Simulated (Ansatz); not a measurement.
**C₄H₆F₂: how energies converge with the basis set**

How large a basis does C₄H₆F₂ need? Two functionals are run in growing sets.

Program: Ansatz 0.2.0, Gaussian basis. Level of theory: one geometry, several basis sets. These are calculated values, not measurements.

Levels to be run: PBE0-D4/def2-SVP; ωB97M-V/def2-SVP; PBE0-D4/def2-QZVPP; ωB97M-V/def2-QZVPP; the functionals' def2-TZVPP values are taken from earlier runs.

### 1 Structure used throughout

All runs share one geometry, relaxed beforehand with PBE0-D4 in a triple-zeta def2 set.

SMILES `C/C(F)=C(/C)F`, 12 atoms, charge 0, spin multiplicity 1.

Atoms are counted from 1 here; the program's logs count them from 0.

Bond lengths: C1–C2 1.476 Å, C1–H7 1.094 Å, C1–H8 1.094 Å, C1–H9 1.089 Å, C2–F3 1.350 Å, C2–C4 1.327 Å, C4–C5 1.476 Å, C4–F6 1.350 Å, C5–H10 1.094 Å, C5–H11 1.094 Å, C5–H12 1.089 Å. Angles: C2–C1–H7 110.4°, C2–C1–H8 110.4°, C2–C1–H9 110.4°, H7–C1–H8 107.7°, H7–C1–H9 108.9°, H8–C1–H9 108.9°, C1–C2–F3 113.9°, C1–C2–C4 128.3°, F3–C2–C4 117.8°, C2–C4–C5 128.3°, C2–C4–F6 117.8°, C5–C4–F6 113.9°, C4–C5–H10 110.4°, C4–C5–H11 110.4°, C4–C5–H12 110.4°, H10–C5–H11 107.7°, H10–C5–H12 108.9°, H11–C5–H12 108.9°.

### 2 PBE0-D4 in def2-SVP

in.yaml

```yaml
crystal:
  periodic: [false, false, false]
  atoms:
    - {symbol: C, position_ang: [-0.846366, -0.845791, 1.551727]}
    - {symbol: C, position_ang: [-0.106358, -0.586309, 0.300895]}
    - {symbol: F, position_ang: [0.389462, -1.699027, -0.282006]}
    - {symbol: C, position_ang: [0.119150, 0.577132, -0.295270]}
    - {symbol: C, position_ang: [0.859219, 0.836627, -1.546066]}
    - {symbol: F, position_ang: [-0.376693, 1.689849, 0.287618]}
    - {symbol: H, position_ang: [-0.196726, -1.330134, 2.286338]}
    - {symbol: H, position_ang: [-1.691649, -1.513930, 1.363701]}
    - {symbol: H, position_ang: [-1.220030, 0.086424, 1.971484]}
    - {symbol: H, position_ang: [1.704787, 1.504378, -1.357932]}
    - {symbol: H, position_ang: [0.209727, 1.321415, -2.280511]}
    - {symbol: H, position_ang: [1.232478, -0.095635, -1.966077]}
basis:
  gaussian: {orbitals: def2-SVP}
hamiltonian: {xc: pbe0, dispersion: d4}
output: {orbitals: {seedname: orbitals}}
```

Command:

```
$ ansatz run in.yaml --threads 4 --pin off --events-out ev --progress --plain --max-ram 10444MiB
```

The runs that follow: ωB97M-V in def2-SVP; PBE0-D4 in def2-QZVPP; ωB97M-V in def2-QZVPP.

Before running them: what should the planned runs give, taken together? Wanted: PBE0-D4: double and triple zeta above quadruple; ωB97M-V: double and triple zeta above quadruple.

As calculated:

| quantity | value |
| --- | --- |
| PBE0-D4: double and triple zeta above quadruple | 11.77, 0.51 eV |
| ωB97M-V: double and triple zeta above quadruple | 12.13, 0.49 eV |

What this shows: PBE0-D4 gains 11.26 eV from double to triple zeta, then 0.51 eV more. Total energies overstate the basis error of differences, where much of it tends to cancel. The LUMO of ωB97M-V is positive and keeps falling with the basis (3.13 to 1.90 eV): an unbound level that the basis holds in place.
